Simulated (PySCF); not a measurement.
**P4 (SMILES P12P3P1P23) at CCSD(T)/def2-SVPD**

Aim: the vertical singlet–triplet gap of P4 at CCSD(T)/def2-SVPD, from 2 runs. Input form: a Python script.

The calculation is run with PySCF 2.14.0.

1 further run of the same task is left out (set aside as unsound or not needed).

## Step 1: The system as given

P4 has 4 atoms, charge 0, and is taken as a singlet. As SMILES, `P12P3P1P23`. The coordinates come from a PBE0-D4/def2-TZVP relaxation.

Bond lengths: P1–P2 2.184 Å, P1–P3 2.184 Å, P2–P3 2.184 Å, P1–P4 2.184 Å, P2–P4 2.184 Å, P3–P4 2.184 Å. Some angles: P1–P2–P3 60.0°, P1–P2–P4 60.0°, P3–P2–P4 60.0°, P2–P1–P3 60.0°, P2–P1–P4 60.0°, P3–P1–P4 60.0°, P1–P3–P2 60.0°, P1–P3–P4 60.0°, P2–P3–P4 60.0°, P1–P4–P2 60.0°.

## Step 2: The energy at CCSD(T)/def2-SVPD

run.py

```python
# p12p3p1p23
from pyscf import gto, scf, cc

mol = gto.M(
    atom='''
P     -1.369673    -0.188973     2.115359
P      2.447006     0.207492     0.596587
P     -0.349599    -2.063014    -1.416917
P     -0.727734     2.044495    -1.294840
''',
    charge=0,
    spin=0,
    unit='bohr',
    max_memory=1860,
    verbose=3,
    basis='def2-svpd',
)

hf = scf.RHF(mol)
hf.conv_tol = 1e-10
hf.kernel()
if not hf.converged:
    hf = hf.newton().run(hf.mo_coeff, hf.mo_occ)

mycc = cc.CCSD(hf, frozen=20)
mycc.kernel()
e_t = mycc.ccsd_t()
e_final = mycc.e_tot + e_t
print('Final energy', e_final)
```

On the command line:

```sh
OMP_NUM_THREADS=1 python run.py
```

What it wrote:

```text
converged SCF energy = -1362.55847564289
E(CCSD) = -1363.059062256492  E_corr = -0.5005866136017627
CCSD(T) correction = -0.0326571803718356
Final energy -1363.091719436864
```

It took 23 s on 1 thread of Arm Neoverse V1, shared host; peak memory 0.42 GiB.

## Step 3: The triplet, same level

job.py

```python
from pyscf import gto, scf, cc

molecule = gto.M(
    atom='''
P     -0.724800    -0.100000     1.119400
P      1.294900     0.109800     0.315700
P     -0.185000    -1.091700    -0.749800
P     -0.385100     1.081900    -0.685200
''',
    basis='def2-svpd',
    spin=2,
    max_memory=1860,
    charge=0,
    verbose=3,
)

mf = scf.UHF(molecule)
mf.conv_tol = 1e-10
mf.kernel()
if not mf.converged:
    mf = mf.newton().run(mf.mo_coeff, mf.mo_occ)

mycc = cc.CCSD(mf, frozen=20)
mycc.kernel()
e_t = mycc.ccsd_t()
energy = mycc.e_tot + e_t
print('E = %.10f Eh' % energy)
```

On the command line:

```sh
OMP_NUM_THREADS=1 python job.py
```

What it wrote:

```text
WARN: HOMO 0.0362710335762162 >= LUMO -0.268151127740008

converged SCF energy = -1362.39397785549  <S^2> = 2.0372043  2S+1 = 3.0247012
E(UCCSD) = -1362.878632387117  E_corr = -0.4846545316304649
UCCSD(T) correction = -0.031230275711896
E = -1362.9098626628 Eh
```

It took 2.4 min on 1 thread of Arm Neoverse V1, shared host; peak memory 1.5 GiB.

## Step 4: Summary of results

At CCSD(T)/def2-SVPD, 20 core orbitals frozen:

```
                                                           quantity           value
                                              singlet: total energy  -1363.09172 Eh
                      singlet: dipole moment (Hartree–Fock density)          0.00 D
                       singlet: HOMO energy (Hartree–Fock orbitals)        -9.76 eV
                       singlet: LUMO energy (Hartree–Fock orbitals)         2.41 eV
                     singlet: HOMO–LUMO gap (Hartree–Fock orbitals)        12.17 eV
              singlet: correlation energy (20 core orbitals frozen)      -533.2 mEh
                                            singlet: (T) correction      -32.66 mEh
                                             singlet: T1 diagnostic           0.019
                                              triplet: total energy  -1362.90986 Eh
                      triplet: dipole moment (Hartree–Fock density)          0.64 D
triplet: HOMO energy (Hartree–Fock orbitals) (highest over α and β)        -5.52 eV
 triplet: LUMO energy (Hartree–Fock orbitals) (lowest over α and β)        -1.53 eV
              triplet: correlation energy (20 core orbitals frozen)      -515.9 mEh
                                            triplet: (T) correction      -31.23 mEh
                         triplet: ⟨S²⟩ of the reference determinant           2.037
                                             triplet: T1 diagnostic           0.027
                   vertical energy of the triplet above the singlet        4.949 eV
```

At this shape the triplet lies 4.95 eV (477 kJ/mol) above the singlet. The triples (singlet) make up 6.1 % of the correlation energy. The triples (triplet) make up 6.1 % of the correlation energy.
